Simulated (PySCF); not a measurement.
Point groups of optimised structures. The calculation used PBE0-D3(BJ)/def2-SVP geometry optimisation, gas phase (PySCF). The symmetry is that of the one conformer found, every atom within 0.08 Å of its image; none is proved a minimum here. The geometries of the anions come from a basis without diffuse functions.

(1) Point group, rotor type and polarity of `C#CC#Cc1cccs1`?

(2) `C#CC#N` (cyanoacetylene): symmetry, top, dipole?

(3) What symmetry has `[SiH2:1]1[PH:2][SiH2:3][PH:4][SiH2:5][PH:6]1` with P6–Si1–P2–Si3 65°, Si1–P2–Si3–P4 -65°, P2–Si3–P4–Si5 74°, Si3–P4–Si5–P6 -78°?

(4) What symmetry has `[CH3:1][N:2]([CH3:3])[GeH2:4][GeH2:5][GeH3:6]` with C1–N2–Ge4–Ge5 -69°, N2–Ge4–Ge5–Ge6 64°?

(5) Point group, rotor type and polarity of `[F:1][C:2]([F:3])([F:4])[CH2:5][CH2:6][I:7]` with C2–C5–C6–I7 180°?

(6) Point group, rotor type and polarity of `C1=C\C=C/C=C\C=C/1` (cyclooctatetraene radical anion) [SMILES of the parent framework; charge -1 and doublet state]?

Answers

(1) Cs; near-prolate asymmetric top; symmetry number 1; 2 operations, which sort the 13 atoms into 13 sets; dipole 1.34 D, in the ab plane, which is the mirror; A, B, C = 5382, 617.5, 553.9 MHz.

(2) C∞v; linear; symmetry number 1; dipole 3.77 D, along the axis.

(3) Cs; asymmetric top; symmetry number 1; 2 operations, which sort the 15 atoms into 10 sets; dipole 1.49 D, in the ac plane, which is the mirror.

(4) C1; asymmetric top; symmetry number 1; this conformer is chiral (no improper operation); dipole 0.54 D.

(5) Cs; near-prolate asymmetric top; symmetry number 1; 2 operations, which sort the 11 atoms into 8 sets; dipole 0.52 D, in the ab plane, which is the mirror; heavy atoms equivalent by symmetry: F1/F3.

(6) D4h; oblate symmetric top; symmetry number 8; 16 operations, which sort the 16 atoms into 2 sets; dipole about the centre of mass forbidden by symmetry (computed 0.00 D); heavy atoms equivalent by symmetry: C1/C2/C3/C4/C5/C6/C7/C8.
